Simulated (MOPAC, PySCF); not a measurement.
C₂H₆, SMILES `CC`, neutral singlet in the gas phase. 

Cartesian coordinates (Å):
SMILES: CC
```xyz
8

C     -0.7586    -0.0329     0.0033
C      0.7586     0.0329    -0.0033
H     -1.1911     0.6713    -0.7115
H     -1.1154    -1.0309    -0.2621
H     -1.1638     0.2093     0.9887
H      1.1911    -0.6713     0.7115
H      1.1638    -0.2093    -0.9887
H      1.1154     1.0309     0.2621
```
Charge 0, spin multiplicity 1.

All levels are single points at this geometry (PBE0-D3(BJ)/def2-TZVP); Pople sets use spherical d functions. Orbital energies aren't observables, and empty levels follow the basis.

AM1 in MOPAC gives dipole (D) = 0.00.

### Question
Estimate the dipole (D) from each of these levels: ωB97X-D3(BJ)/def2-TZVP in PySCF; B3LYP/3-21G in PySCF; B3LYP/6-311+G** in PySCF; B3LYP/6-31G* in PySCF; M06-2X/6-31G* in PySCF; SVWN5/6-31G* in PySCF; HF/STO-3G in PySCF; PM6 in MOPAC.

### Answer

```csv
level,dipole (D)
ωB97X-D3(BJ)/def2-TZVP in PySCF,0.00
B3LYP/3-21G in PySCF,0.00
B3LYP/6-311+G** in PySCF,0.00
B3LYP/6-31G* in PySCF,0.00
M06-2X/6-31G* in PySCF,0.00
SVWN5/6-31G* in PySCF,0.00
HF/STO-3G in PySCF,0.00
PM6 in MOPAC,0.00
```
